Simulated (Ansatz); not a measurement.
Problem. Name a neutral molecule of C, O and H with LUMO energy (PBE/def2-TZVPP) between -1.15 and -0.85 eV and HOMO energy (ωB97M-V/def2-TZVPP) between -9.15 and -8.85 eV (Ansatz, PBE0-D4/def2-TZVP geometry).

Solution. `C=CCOC=C` (-1.12 eV, -9.03 eV); `C=COC=C` (-1.01 eV, -8.92 eV). Other molecules can fit too; these were computed, each in one conformer that needn't be the lowest.
